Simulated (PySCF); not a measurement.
## Vibration and rotation of PH

UHF-CCSD(T) constants of PH, ³Σ⁻ (triplet), unpaired electrons π ↑↑ (PySCF, no relativity, basis sets P def2-TZVPPD, H def2-TZVPPD; masses 30.9738 and 1.0078 u):

- ωe: 2362.3 cm⁻¹
- ωexe: 43.3 cm⁻¹
- Be: 8.5063 cm⁻¹
- αe: 0.249 cm⁻¹
- D (centrifugal): 0.000441 cm⁻¹
- De to P + H: 3.08 eV

(1) Give the vibrational terms G(v) and spacings up to v = 6.

(2) How well does the Morse estimate ωe²/(4ωexe) reproduce De, and what is D0?

Correlated steps freeze 5 core orbitals. The state was picked by a PBE0 search and need not be the measured ground state.

Answers

(1) G(v) = ωe(v+½) − ωexe(v+½)².

| v | G(v) (cm⁻¹) | G(v) − G(v−1) | Bv (cm⁻¹) |
| --- | --- | --- | --- |
| 0 | 1170 |  | 8.382 |
| 1 | 3446 | 2276 | 8.133 |
| 2 | 5635 | 2189 | 7.884 |
| 3 | 7738 | 2103 | 7.635 |
| 4 | 9754 | 2016 | 7.386 |
| 5 | 11683 | 1929 | 7.137 |
| 6 | 13526 | 1843 | 6.888 |

(2) It gives 3.99 eV, 130 % of the computed De. D0 = De − G(0) = 3.08 − 0.15 = 2.93 eV.
